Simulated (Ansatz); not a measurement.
input.yaml (Ansatz)

```yaml
crystal:
  lattice:
    - [2.6778378927, 0.0, 0.0]
    - [-1.3389189463, 2.3190756423, 0.0]
    - [0.0, 0.0, 4.2151977369]
  atoms:
    - { symbol: Ru, position: [0.3333333333, 0.6666666667, 0.25], spin: 1.0, spin_axis: [0, 0, 1] }
    - { symbol: Ru, position: [0.6666666667, 0.3333333333, 0.75], spin: 1.0, spin_axis: [0, 0, 1] }
hamiltonian:
  xc: lda
  pseudopotentials:
    kind: paw_fr
    azcp:
      Ru: "pseudopotentials/Ru.paw.azcp"
basis:
  ecutwfc: 420
  fft_grid_basis: typed
kpoints:
  mp_grid: { grid: [13, 13, 8], shift: [0, 0, 0] }
magnetization:
  noncollinear: true
  spin_orbit: true
scf:
  occupations: { method: fermi_dirac, width: 0.05 }
```

and its output:

```
Warning: the record states the generating functional pbe (its physics header spells it `PBE`), which answers neither for hamiltonian.xc's functional nor for the lda family's — results may be inconsistent (PPs are generated against a specific XC)
Engine: ansatz 0.2.0, aarch64-unknown-linux-gnu
Pseudopotentials: kind: paw_fr
Pseudopotential: Ru, paw_fr, valence charge 16, recommended cutoff 420 eV (normal) 
Functional definition: SPW92
  exchange = slater_x
  correlation = pw_c
Crystal: 2 atoms, lattice volume = 26.177 Å³
Basis set: ecut = 420 eV, 537 PW (Γ)
Bands: 40, of which v1, the nominal top of the filled ones, is band 32 counted from 1 (31 counted from 0)
Symmetry: 12 space group operations + 12 with time reversal
Magnetic group: BNS 194.270 (UNI 1500), of the structure as read, at distance tolerance 3.0e-5 Å
k-points: 105 of 1352 (time reversal used)
Projection manifold: j_resolved (fully-relativistic pseudo-atomic orbitals)
Non-local potential: Ru, projectors of the file, l = 0: 3, l = 1: 4, l = 2: 4, l = 3: 2
PAW form: soft (Blöchl's): semilocal exchange-correlation on the pseudo side does not see the compensation charge
PAW frozen core: Ru, regenerated for the run's functional, and the local potential with it (the file was generated under x = pbe(κ = 0.804, μ = 0.2195149727645171), c = pbe(β = 0.06672455060314922))
PAW one-centre angular grid: Ru, 590 points (default); XC on 64 Gauss nodes
Initial density: superposition of atomic densities (chi_scale 0.1, normalization cell)
Starting moments: Σ|m| = 2 μB on 2 of 2 sites
Initial wavefunctions: pseudopotential atomic-orbital guess
Functional: x = slater, c = lda
SCF iter   1: F=—  HF=-11520.884503 eV  |F-HF|=—  |Δ(HF+E_count)|=         —  Δρ=1.32e-1  dr2=4.28e0  dr2_m=7.69e-1  ethr=3.10e-3  |M|=3.82e-1 ∫|m|=3.90e-1 μB  |m|>n=0.0e0 m-floor=0.0e0 τ_xc=5.0e-49  β_m=0.30  ⟨swp⟩=8.2  Hψ=20441  notcnv=0  defer=2
SCF iter   2: F=—  HF=-11520.140555 eV  |F-HF|=—  |Δ(HF+E_count)|=   7.44e-1  Δρ=8.76e-2  dr2=1.86e0  dr2_m=4.24e-1  ethr=3.10e-3  |M|=3.10e-1 ∫|m|=3.18e-1 μB  |m|>n=0.0e0 m-floor=0.0e0 τ_xc=3.2e-21  β_m=0.30  ⟨swp⟩=2.1  Hψ=7083  notcnv=0  defer=144
SCF iter   3: F=—  HF=-11519.535000 eV  |F-HF|=—  |Δ(HF+E_count)|=   6.06e-1  Δρ=6.11e-2  dr2=2.77e-2  dr2_m=2.24e-1  ethr=3.10e-3  |M|=2.68e-1 ∫|m|=2.76e-1 μB  |m|>n=0.0e0 m-floor=0.0e0 τ_xc=4.1e-21  β_m=0.30  ⟨swp⟩=2.0  Hψ=7649  notcnv=0  defer=144
SCF iter   4: F=—  HF=-11519.583931 eV  |F-HF|=—  |Δ(HF+E_count)|=   4.89e-2  Δρ=4.72e-2  dr2=5.60e-3  dr2_m=1.34e-1  ethr=8.65e-5  |M|=2.05e-1 ∫|m|=2.12e-1 μB  |m|>n=0.0e0 m-floor=0.0e0 τ_xc=5.2e-21  β_m=0.30  ⟨swp⟩=2.2  Hψ=9150  notcnv=0  defer=119
SCF iter   5: F=—  HF=-11519.609635 eV  |F-HF|=—  |Δ(HF+E_count)|=   2.57e-2  Δρ=3.65e-2  dr2=3.81e-5  dr2_m=7.98e-2  ethr=1.75e-5  |M|=1.57e-1 ∫|m|=1.64e-1 μB  |m|>n=0.0e0 m-floor=0.0e0 τ_xc=4.8e-21  β_m=0.30  ⟨swp⟩=3.0  Hψ=7722  notcnv=0  defer=119
SCF iter   6: F=—  HF=-11519.621580 eV  |F-HF|=—  |Δ(HF+E_count)|=   1.19e-2  Δρ=2.82e-2  dr2=9.77e-6  dr2_m=4.77e-2  ethr=1.19e-7  |M|=1.20e-1 ∫|m|=1.26e-1 μB  |m|>n=0.0e0 m-floor=0.0e0 τ_xc=4.2e-21  β_m=0.30  ⟨swp⟩=2.1  Hψ=7557  notcnv=0  defer=119
SCF iter   7: F=—  HF=-11519.628672 eV  |F-HF|=—  |Δ(HF+E_count)|=   7.09e-3  Δρ=2.18e-2  dr2=7.37e-7  dr2_m=2.84e-2  ethr=3.05e-8  |M|=9.22e-2 ∫|m|=9.76e-2 μB  |m|>n=0.0e0 m-floor=0.0e0 τ_xc=3.5e-21  β_m=0.30  ⟨swp⟩=3.0  Hψ=9700  notcnv=0  defer=119
Mixer restart at iter 7: flushing history
spin-set hold released at iteration 7 (site moments contracting): the magnetisation degrees of freedom join the quasi-Newton model from the next iteration; the mixer history was flushed
SCF iter   8: F=—  HF=-11519.632859 eV  |F-HF|=—  |Δ(HF+E_count)|=   4.19e-3  Δρ=1.68e-2  dr2=8.70e-7  dr2_m=1.69e-2  ethr=3.13e-10  |M|=7.10e-2 ∫|m|=7.56e-2 μB  |m|>n=0.0e0 m-floor=0.0e0 τ_xc=2.4e-21  β_m=0.64  ⟨swp⟩=4.1  Hψ=13100  notcnv=0
SCF iter   9: F=—  HF=-11519.639112 eV  |F-HF|=—  |Δ(HF+E_count)|=   6.25e-3  Δρ=4.84e-4  dr2=1.55e-6  dr2_m=1.41e-5  ethr=2.30e-9  |M|=1.54e-3 ∫|m|=2.94e-3 μB  |m|>n=0.0e0 m-floor=0.0e0 τ_xc=4.6e-23  β_m=0.82  ⟨swp⟩=4.0  Hψ=12174  notcnv=0  defer=118
SCF iter  10: F=—  HF=-11519.639124 eV  |F-HF|=—  |Δ(HF+E_count)|=   1.20e-5  Δρ=1.30e-4  dr2=1.14e-6  dr2_m=1.02e-6  ethr=2.30e-9  |M|=3.14e-4 ∫|m|=7.53e-4 μB  |m|>n=0.0e0 m-floor=0.0e0 τ_xc=3.7e-24  β_m=0.91  ⟨swp⟩=2.3  Hψ=8370  notcnv=0  defer=114
SCF iter  11: F=—  HF=-11519.639126 eV  |F-HF|=—  |Δ(HF+E_count)|=   1.35e-6  Δρ=9.94e-5  dr2=2.25e-6  dr2_m=2.62e-8  ethr=2.30e-9  |M|=4.09e-5 ∫|m|=1.18e-4 μB  |m|>n=0.0e0 m-floor=0.0e0 τ_xc=9.5e-26  β_m=0.70  ⟨swp⟩=2.3  Hψ=7621  notcnv=0  defer=114
SCF iter  12: F=—  HF=-11519.639125 eV  |F-HF|=—  |Δ(HF+E_count)|=   7.74e-7  Δρ=5.18e-6  dr2=1.13e-9  dr2_m=1.62e-9  ethr=3.13e-10  |M|=1.27e-5 ∫|m|=1.87e-5 μB  |m|>n=0.0e0 m-floor=0.0e0 τ_xc=8.6e-27  β_m=0.72  ⟨swp⟩=1.2  Hψ=12118  notcnv=0
SCF iter  13: F=—  HF=-11519.639125 eV  |F-HF|=—  |Δ(HF+E_count)|=   1.10e-9  Δρ=1.75e-6  dr2=4.47e-11  dr2_m=1.84e-10  ethr=3.54e-12  |M|=5.38e-6 ∫|m|=6.12e-6 μB  |m|>n=0.0e0 m-floor=0.0e0 τ_xc=8.7e-28  β_m=0.80  ⟨swp⟩=3.0  Hψ=10468  notcnv=0
SCF iter  14: F=-11519.639125 eV  HF=-11519.639125 eV  |F-HF|=0.00e0  |Δ(HF+E_count)|=  1.56e-10  Δρ=9.42e-8  dr2=8.84e-14  dr2_m=5.38e-13  ethr=1.00e-12  |M|=3.93e-7 ∫|m|=4.62e-7 μB  |m|>n=0.0e0 m-floor=0.0e0 τ_xc=1.1e-31  ⟨swp⟩=2.0  Hψ=8014  notcnv=0
WARN: the starting moments were not kept: the SCF closed with an absolute magnetisation of 4.6e-7 μB, where they sum to 2 μB in size (2 sites). That is at most 0.1 of that sum. Measured as dr2_m measures the in/out step, that magnetisation stands 4.1e-14 eV from none, at or under the dr2_threshold of 1.0e-7 eV: it is no larger than a step whose dr2_m would equal this threshold. The system may hold no moment; this SCF shows only that its start led to no more than that. To try another start: raise the starting moments (crystal.atoms[].spin, magnetization.per_species, magnetization.initial_magnetization, or on a non-collinear deck that types none of these the spinor_matrix: blocks that start its atoms; where the total moment is fixed, keep their sum and leave initial_magnetization as it is; typed ones take the place of any that the run laid by itself, positive ones on a crystal's lanthanoids without a Hubbard term where scf.initial_density.shell_occupations: [] is typed) or, if the notice of its spin-set hold's release reads "site moments contracting" or "site moments show no strong build", lengthen the hold (scf.mixing.spin_hold: { on: { confirm: 4 } }; for m-r²SCAN on two components see the key's manual first). Each may lead to a state that holds a moment. A second SCF, from the converged charge density, with the starting moments and any scf.initial_density.shell_occupations laid on it anew, would have followed, and was not run: the deck does not ask for one (magnetization.retry_lost_moments is false, the default). To let it run, set magnetization.retry_lost_moments: true and run the deck again, where that key's refused combinations let it; where memory then withholds it, that run's warning says so.
SCF 1 converged in 14 iterations: F = -11519.639125 eV  dr2 = 8.84e-14
SCF converged after 14 iterations
Magnetization: |M| = 0.0000 μB,  M = (+0.0000, +0.0000, -0.0000) μB
Absolute magnetization: 0.0000 μB (∫|m|, with the PAW one-centre terms)
  site 0: m = (+0.0000, -0.0000, -0.0000) μB, |m| = 0.0000 μB  (R = 1.08 Å)
  site 1: m = (-0.0000, +0.0000, -0.0000) μB, |m| = 0.0000 μB  (R = 1.08 Å)
Free energy (F): -11519.639125 eV
Harris-Foulkes:  -11519.639125 eV  (|F-HF|=0.00e0)
Internal energy: -11519.627051 eV  (E = F + TS)
E sigma→0 (E₀):  -11519.633088 eV
Entropy (-TS):   -0.012074 eV (-6.037 meV/atom)
Fermi energy:    24.346024 eV
--- Per-component energies (eV) ---
  E_band       = -84.510157
  E_kinetic    = 1031.225327
  E_local      = -2448.796775  (includes V_loc(G=0)·N_el)
  E_nonlocal   = 696.114090
  E_hartree    = 782.915323
  E_xc         = -380.257901
  E_vxc        = -479.366224  (∫ρ·V_xc dr)
  E_paw        = -6685.157651  (= ΣΔE_a)
  E_vpaw       = -449.516719  (= ΣTr[D̂ρ^β])
  E_aug_tail   = -0.000507  (compensation charges beyond the density's cutoff)
  E_ewald      = -4516.817674
  E_core_change = 1.148717  (= ΣΔE_core)
  E_smearing   = -0.012074  (= −TS)
  E_closure    = 0.000000  (closes the sum)
  Σ components = -11519.639125   (vs F -11519.639125, Δ=0.00e0)
```
